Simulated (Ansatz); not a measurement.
# Structural energy differences of caesium

Level of theory: Ansatz 0.2.0, DFT, PBEsol, plane waves (420 eV) with PAW, scalar-relativistic. (PAW data from PBE, frozen cores regenerated.)

Each structure is relaxed within its own symmetry, so a high-lying one may be dynamically unstable.

| structure | ΔE (meV/atom) | V (Å³/atom) | cell | magnetic state |
| --- | --- | --- | --- | --- |
| dhcp | -2 | 110.45 | a = 5.385 Å, c = 17.589 Å (c/a = 3.266) | spin not included |
| hcp | -1 | 110.45 | a = 5.385 Å, c = 8.794 Å (c/a = 1.633) | spin not included |
| fcc | -1 | 110.45 | a = 7.616 Å | spin not included |
| bcc | 0 | 110.45 | a = 6.045 Å | spin not included |
| A15 | 8 | 110.45 | a = 9.596 Å | spin not included |
| omega (AlB2-type) | 8 | 109.02 | a = 8.593 Å, c = 5.115 Å (c/a = 0.595) | spin not included |
| simple cubic | 98 | 119.28 | a = 4.923 Å | spin not included |
| diamond | 277 | 169.18 | a = 11.062 Å | spin not included |

ΔE counts from bcc.

Differences under about 8 meV lie within the error of the k-point mesh.
